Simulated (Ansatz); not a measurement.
Relaxed structures of BSiNH6, closed shell (PBE0-D4/def2-TZVP; forces vanish, vibrations not checked; lower isomers may exist, and structures with a doubtful reference or unclear bonds are left out; Å). Program: Ansatz 0.2.0. Basis: def2-TZVPP. Cores are frozen in the correlated methods.

Problem. Rank them by CCSD(T) energy, lowest first, and give each one's height above the lowest. Links in brackets join atoms within 1.22 times the sum of their covalent radii (1.1 for two metals). (To be estimated.)
A.
BSiNH₆ ([NH3][B][SiH3])
```
9
angstrom
N -0.7367 0.5752 -1.3178
B -0.0427 0.9160 0.1159
Si 0.5067 -0.8963 0.9005
H -1.1965 -0.3325 -1.4833
H -1.3624 1.3232 -1.5984
H 0.0646 0.6394 -1.9531
H -0.1554 -2.1269 0.3136
H 1.9742 -1.0690 0.6590
H 0.2894 -0.9578 2.3722
```
B.
BSiNH₆ ([BH2][NH][SiH3])
```
9
angstrom
N -0.0142 0.6353 -0.0083
B -0.8269 0.6953 -1.1450
Si 0.5695 -0.8066 0.7826
H -1.1808 -0.3272 -1.6590
H -1.1539 1.7609 -1.5837
H 0.2635 1.5191 0.3968
H 0.0501 -1.9717 0.0324
H 2.0563 -0.8221 0.7983
H 0.1010 -0.8487 2.1932
```
C.
a complex of BNH₂ ([BH][NH]) + SiH₄
```
9
angstrom
N -0.4167 1.1830 -1.2781
B -0.4177 2.1034 -0.4573
Si 0.4763 -1.1874 1.1948
H -0.0729 -0.0291 1.9431
H -0.4233 0.4542 -1.9507
H -0.4161 2.9743 0.3261
H -0.5388 -1.6983 0.2402
H 1.7014 -0.7826 0.4625
H 0.8207 -2.2670 2.1576
```
D.
BSiNH₆ ([NH2][BH][SiH3])
```
9
angstrom
N -0.8435 0.7676 -1.1669
B -0.0385 0.8049 -0.0395
Si 0.6051 -0.8966 0.8309
H -1.1461 -0.0862 -1.6065
H -1.1839 1.5960 -1.6281
H 0.2567 1.8839 0.3937
H 0.1124 -2.1139 0.1172
H 2.0948 -0.9647 0.8534
H 0.1430 -0.9911 2.2458
```

Solution. Computed: B (0.000 eV), D (0.553 eV), C (1.758 eV), A (4.828 eV). Heights count from the lowest.

The T1 diagnostic stays at or below 0.015. The restricted Hartree–Fock reference is unstable towards an unrestricted one at one or more of these structures.

For scale, one of the runs: CCSD(T)/def2-TZVPP, 188 basis functions, launched by `ansatz run in.yaml --threads 2 --pin off --events-out ev --progress --plain --max-ram 4352MiB`. The run took 39 s on 2 CPU threads of an Arm Neoverse V1 (shared host), with 1.9 GiB of host memory at its peak.
